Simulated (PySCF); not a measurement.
Broadened absorption spectrum of hydrofluoric acid

Species: hydrofluoric acid, HF.
InChI=1S/FH/h1H

Computed with TDDFT B3LYP/def2-SVPD, vertical, gas phase, core orbitals frozen in the response in PySCF. Isolated species at its GFN2-xTB geometry, gas phase.

Broadening: Gaussians 0.25 eV wide at half height, area fixed by f = 4.319×10⁻⁹ ∫ε dν̃. The width is an assumption, not a result. The curve ends short of the highest state used, and states not computed would add to its high-energy end.

(E (eV), ε (L mol⁻¹ cm⁻¹)): (9.50, 11), (9.62, 336), (9.73, 2428), (9.84, 5987), (9.95, 5047), (10.07, 1231), (10.18, 110), (10.29, 3), (10.41, 0), (10.52, 0), (10.63, 0), (10.75, 0), (10.86, 0), (10.97, 0), (11.08, 0), (11.20, 0), (11.31, 0), (11.42, 0), (11.54, 0), (11.65, 0), (11.76, 0), (11.88, 0), (11.99, 0), (12.10, 0), (12.22, 0), (12.33, 0), (12.44, 0), (12.55, 0), (12.67, 0), (12.78, 0), (12.89, 0), (13.01, 0), (13.12, 0), (13.23, 0), (13.35, 7), (13.46, 245)

(1) Locate the maxima and give the states behind the curve.

(2) Coming from long wavelengths, where does ε first pass 100 L mol⁻¹ cm⁻¹?

Results:

(1) 126 nm (9.88 eV), ε about 6400, made up of S1 (50%) and S2 (50%) (ε in L mol⁻¹ cm⁻¹; maxima over ε = 5, shares over 10%). At its high-energy end, 13.46 eV, the curve is still rising (ε about 250, from S3). The states used: S1 9.88 eV (f 0.030); S2 9.88 eV (f 0.030); S3 13.77 eV (f 0.142); S4 13.96 eV (f 0.0000); S5 13.98 eV (f 0.0000); S6 13.98 eV (f 0.0000); S7 14.06 eV (f 0.026); S8 14.06 eV (f 0.026).

(2) At about 130 nm (9.57 eV), 0.30 eV below S1.
